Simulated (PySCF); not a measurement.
Potential energy curve for OH, doublet.

Levels of theory: UKS-TPSSh = unrestricted TPSSh/cc-pVTZ (PySCF); UKS-r2SCAN = unrestricted r2SCAN/cc-pVTZ in PySCF; ROHF/cc-pVTZ (PySCF).

Magnitude of the dipole moment (D; its direction can reverse along the curve, and a method can change to another solution) and Mulliken charge of the fragment that holds O1:

```json
[
 {"R / Å": "0.73", "μ UKS-TPSSh": "1.55", "q UKS-TPSSh": "-0.14", "μ UKS-r2SCAN": "1.56", "q UKS-r2SCAN": "-0.14", "μ ROHF": "1.59", "q ROHF": "-0.16"},
 {"R / Å": "0.78", "μ UKS-TPSSh": "1.58", "q UKS-TPSSh": "-0.16", "μ UKS-r2SCAN": "1.59", "q UKS-r2SCAN": "-0.16", "μ ROHF": "1.63", "q ROHF": "-0.18"},
 {"R / Å": "0.83", "μ UKS-TPSSh": "1.60", "q UKS-TPSSh": "-0.18", "μ UKS-r2SCAN": "1.61", "q UKS-r2SCAN": "-0.18", "μ ROHF": "1.67", "q ROHF": "-0.20"},
 {"R / Å": "0.88", "μ UKS-TPSSh": "1.63", "q UKS-TPSSh": "-0.20", "μ UKS-r2SCAN": "1.64", "q UKS-r2SCAN": "-0.20", "μ ROHF": "1.72", "q ROHF": "-0.22"},
 {"R / Å": "0.92", "μ UKS-TPSSh": "1.64", "q UKS-TPSSh": "-0.21", "μ UKS-r2SCAN": "1.66", "q UKS-r2SCAN": "-0.22", "μ ROHF": "1.75", "q ROHF": "-0.24"},
 {"R / Å": "0.95", "μ UKS-TPSSh": "1.66", "q UKS-TPSSh": "-0.23", "μ UKS-r2SCAN": "1.67", "q UKS-r2SCAN": "-0.23", "μ ROHF": "1.77", "q ROHF": "-0.25"},
 {"R / Å": "0.97", "μ UKS-TPSSh": "1.66", "q UKS-TPSSh": "-0.23", "μ UKS-r2SCAN": "1.68", "q UKS-r2SCAN": "-0.24", "μ ROHF": "1.79", "q ROHF": "-0.25"},
 {"R / Å": "1.00", "μ UKS-TPSSh": "1.67", "q UKS-TPSSh": "-0.24", "μ UKS-r2SCAN": "1.69", "q UKS-r2SCAN": "-0.24", "μ ROHF": "1.81", "q ROHF": "-0.26"},
 {"R / Å": "1.03", "μ UKS-TPSSh": "1.68", "q UKS-TPSSh": "-0.25", "μ UKS-r2SCAN": "1.70", "q UKS-r2SCAN": "-0.25", "μ ROHF": "1.83", "q ROHF": "-0.27"},
 {"R / Å": "1.06", "μ UKS-TPSSh": "1.69", "q UKS-TPSSh": "-0.25", "μ UKS-r2SCAN": "1.71", "q UKS-r2SCAN": "-0.26", "μ ROHF": "1.85", "q ROHF": "-0.27"},
 {"R / Å": "1.14", "μ UKS-TPSSh": "1.71", "q UKS-TPSSh": "-0.25", "μ UKS-r2SCAN": "1.73", "q UKS-r2SCAN": "-0.26", "μ ROHF": "1.91", "q ROHF": "-0.28"},
 {"R / Å": "1.21", "μ UKS-TPSSh": "1.72", "q UKS-TPSSh": "-0.25", "μ UKS-r2SCAN": "1.75", "q UKS-r2SCAN": "-0.26", "μ ROHF": "1.95", "q ROHF": "-0.28"},
 {"R / Å": "1.31", "μ UKS-TPSSh": "1.72", "q UKS-TPSSh": "-0.24", "μ UKS-r2SCAN": "1.77", "q UKS-r2SCAN": "-0.25", "μ ROHF": "1.99", "q ROHF": "-0.28"}
]
```

The scan ran from 0.73 to 3.95 Å; beyond the distances shown one of the unrestricted levels run for this scan, shown here or not, changes its spin distribution in one step.
